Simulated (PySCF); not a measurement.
Argon: highly charged ions in a basis for the neutral atom

Ar¹⁶⁺ 1s2, Ar¹⁷⁺ 1s1. Computed with PySCF 2.14 in x2c-TZVPall, with scalar relativity by spin-free X2C-1e. No spin-orbit coupling, so a gap to NIST mixes the basis error with missing relativistic terms.

Changed run: basis of the neutral atom used for a highly charged ion. This setting is unsound on purpose.

| species | method | sound run (hartree) | changed run (hartree) | converged |
| --- | --- | --- | --- | --- |
| Ar¹⁶⁺ | UHF | not run | -314.14598 | yes |
| Ar¹⁶⁺ | PBE | not run | -313.98507 | yes |
| Ar¹⁶⁺ | B3LYP | not run | -314.06088 | yes |
| Ar¹⁷⁺ | UHF | not run | -162.63586 | yes |
| Ar¹⁷⁺ | PBE | not run | -162.53181 | yes |
| Ar¹⁷⁺ | B3LYP | not run | -162.55773 | yes |

Ionisation energy of Ar¹⁶⁺:

```
method  changed run (eV)  NIST (eV)
   UHF            4122.8     4120.7
   PBE            4121.3     4120.7
 B3LYP            4122.6     4120.7
```

The contracted functions were made for the neutral atom and can be too rigid for a highly charged ion.
